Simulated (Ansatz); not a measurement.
**doublet [SF2]+: levels of theory compared**

We compute a comparison of 6 runs (U-r2SCAN/def2-TZVP, U-revPBE/def2-TZVP, UCAM-B3LYP/def2-TZVP, USVWN5/def2-TZVP, RPA@PBE0/def2-TZVP, UMP2/def2-TZVP) of doublet [SF2]+. 

The results are computed with Ansatz 0.2.0.

42 further runs of the same task are left out: 42 set aside as unsound or not needed.

## (1) Starting point

[SF2]+: 3 atoms, total charge +1, spin state doublet. As SMILES of the parent species, `FSF`. Geometry: relaxed at PBE0-D4/def2-TZVP. That shape belongs to the parent species and isn't relaxed for this state.

Bond lengths: F1–S2 1.590 Å, S2–F3 1.590 Å. Angles: F1–S2–F3 98.6°.

## (2) A single-point energy at U-r2SCAN/def2-TZVP (run 1)

Contents of in.yaml:

```yaml
crystal:
  periodic: [false, false, false]
  atoms:
    - symbol: F
      position_ang: [0.440140, 1.116450, 0.365400]
    - symbol: S
      position_ang: [-0.601990, 0.126530, -0.315250]
    - symbol: F
      position_ang: [0.161840, -1.242970, -0.050150]
basis:
  gaussian: {orbitals: def2-TZVP}
total_charge: 1
magnetization: {spin_polarized: true, initial_magnetization: 1}
hamiltonian: {xc: {name: r2SCAN}}
accuracy: high
output: {orbitals: {seedname: orbitals}}
```

Launch:

```console
ansatz run in.yaml --threads 1 --pin off --max-ram 3480MiB --events-out events.jsonl --progress --plain --runs-dir runs
```

Standard output:

```text
Warning: RAYON_NUM_THREADS=1 ignored (pool sized by the plan → 1); use --threads N
Functional definition: r2SCAN
  name "r2SCAN"
  parameter k0 = 0.174
  parameter k1 = 0.065
  parameter a1 = 4.9479
  exchange = r2scan_x(k0 = k0, k1 = k1, a1 = a1)
  correlation = r2scan_c
1532 factors; integrals over basis functions are off by at most 3.3e-9 eV
mean field evaluation 1: about -16244.5859 eV, gradient 6.7e1 eV
mean field evaluation 2: about -16135.5084 eV, gradient 1.9e2 eV
mean field evaluation 4: about -16257.4062 eV, gradient 6.8e0 eV
mean field evaluation 8: about -16257.5719 eV, gradient 6.2e-2 eV
mean field evaluation 16: about -16257.5720 eV, gradient 5.4e-5 eV
mean field -16257.57196668 eV, -597.4547499973 hartree, gradient 2.3e-8 eV, S^2 0.757072; 0 other end points of the search recorded, 0 dependent functions left out
reference -16257.57196771 eV, -597.4547500354 hartree; 17, 16 occupied and 82, 83 virtual orbitals, 1532 factors
Total energy: -16257.57196771 eV, -597.4547500354 hartree
```

Run time: 13 s. Hardware: 1 thread of Arm Neoverse V1, shared host; peak memory 0.3 GiB.

## (3) A single-point energy at U-revPBE/def2-TZVP (run 2)

Contents of run.yaml:

```yaml
crystal:
  periodic: [false, false, false]
  atoms:
    - {symbol: F, position_ang: [0.440140, 1.116450, 0.365400]}
    - {symbol: S, position_ang: [-0.601990, 0.126530, -0.315250]}
    - {symbol: F, position_ang: [0.161840, -1.242970, -0.050150]}
basis:
  gaussian:
    orbitals: def2-TZVP
total_charge: 1
magnetization:
  spin_polarized: true
  initial_magnetization: 1
hamiltonian:
  xc: {name: revPBE}
accuracy: high
output:
  orbitals: {seedname: orbitals}
```

Launch:

```console
ansatz run run.yaml --threads 1 --pin off --max-ram 3480MiB --events-out events.jsonl --progress --plain --runs-dir runs
```

Standard output:

```text
Warning: RAYON_NUM_THREADS=1 ignored (pool sized by the plan → 1); use --threads N
Functional definition: revPBE
  name "revPBE"
  parameter kappa = 1.245
  parameter beta = 0.06672455060314922
  exchange = pbe_x(kappa = kappa, mu = beta*pi^2/3)
  correlation = pbe_c(beta = beta)
1532 factors; integrals over basis functions are off by at most 3.3e-9 eV
mean field evaluation 1: about -16242.6958 eV, gradient 7.1e1 eV
mean field evaluation 2: about -16098.1196 eV, gradient 2.1e2 eV
mean field evaluation 4: about -16256.6813 eV, gradient 9.7e0 eV
mean field evaluation 8: about -16257.0353 eV, gradient 4.1e-1 eV
mean field evaluation 16: about -16257.0358 eV, gradient 6.2e-5 eV
mean field -16257.03578025 eV, -597.4350455097 hartree, gradient 1.2e-8 eV, S^2 0.753487; 0 other end points of the search recorded, 0 dependent functions left out
reference -16257.03578276 eV, -597.4350456017 hartree; 17, 16 occupied and 82, 83 virtual orbitals, 1532 factors
Total energy: -16257.03578276 eV, -597.4350456017 hartree
```

It took 6 s on 1 thread of Arm Neoverse V1, shared host; peak memory 0.22 GiB.

Runs 3 to 5 aren't shown in full; the table further down has their settings and results.

## (4) The energy at UMP2/def2-TZVP (run 6)

Edit run.yaml of step 3 so:

```diff
@@ -9,3 +9,3 @@
     orbitals: def2-TZVP
-total_charge: 1
+accuracy: high
 magnetization:
@@ -13,6 +13,5 @@
   initial_magnetization: 1
-hamiltonian:
-  xc: {name: revPBE}
-accuracy: high
-output:
-  orbitals: {seedname: orbitals}
+total_charge: 1
+correlation:
+  method: mp2
+  frozen_orbitals: {F: 1, S: 5}
```

Launch:

```console
ansatz run run.yaml --threads 1 --pin off --max-ram 3480MiB --events-out events.jsonl --progress --plain --runs-dir runs
```

Standard output:

```text
Warning: RAYON_NUM_THREADS=1 ignored (pool sized by the plan → 1); use --threads N
Functional definition: HF
  name "HF"
  exchange = exact_x
  correlation = 0
1532 factors; integrals over basis functions are off by at most 3.3e-9 eV
mean field evaluation 1: about -16214.0403 eV, gradient 4.5e1 eV
mean field evaluation 2: about -16214.0486 eV, gradient 4.5e1 eV
mean field evaluation 4: about -16220.5256 eV, gradient 2.8e0 eV
mean field evaluation 8: about -16220.6312 eV, gradient 1.6e-1 eV
mean field -16220.63163759 eV, -596.0972179423 hartree, gradient 3.5e-8 eV, S^2 0.774318; 0 other end points of the search recorded, 0 dependent functions left out
7 core orbitals not correlated: weight in the atoms' cores, before any rotation towards them, 1.000 or more for the frozen orbitals, at most 0.000 for the correlated occupied ones
reference -16220.63163759 eV, -596.0972179423 hartree; 10, 9 occupied and 82, 83 virtual orbitals, 1532 factors
second order -17.65264818 eV of doubles, -0.00000000 eV of singles
Total energy: -16238.28428577 eV, -596.7459407975 hartree
```

It took 3.3 s on 1 thread of Arm Neoverse V1, shared host; peak memory 0.25 GiB.

## (5) All runs side by side

| run | level | frozen core orbitals | energy (Eh) | HOMO energy (eV) | LUMO energy (eV) | ⟨S²⟩ | wall time |
| --- | --- | --- | --- | --- | --- | --- | --- |
| 1 | U-r2SCAN/def2-TZVP | – | -597.454750 | -16.08 | -13.77 | 0.757 | 13 s |
| 2 | U-revPBE/def2-TZVP | – | -597.435046 | -15.50 | -13.90 | 0.753 | 6 s |
| 3 | UCAM-B3LYP/def2-TZVP | – | -597.522878 | -18.84 | -11.87 | 0.755 | 9 s |
| 4 | USVWN5/def2-TZVP | – | -594.948425 | -15.56 | -14.40 | 0.751 | 3.6 s |
| 5 | RPA@PBE0/def2-TZVP | 7 | -596.991596 | – | – | 0.756 | 13 s |
| 6 | UMP2/def2-TZVP | 7 | -596.745941 | – | – | 0.774 | 3.3 s |

## (6) Summary of results

| quantity | value |
| --- | --- |
| run 6: total energy | -596.74594 Eh |
| run 6: correlation energy (7 core orbitals frozen) | -648.7 mEh |
| run 6: ⟨S²⟩ of the reference determinant | 0.774 |

What this shows: Totals of different functionals can't be ranked against each other. All runs together took 47 s, the longest 13 s.
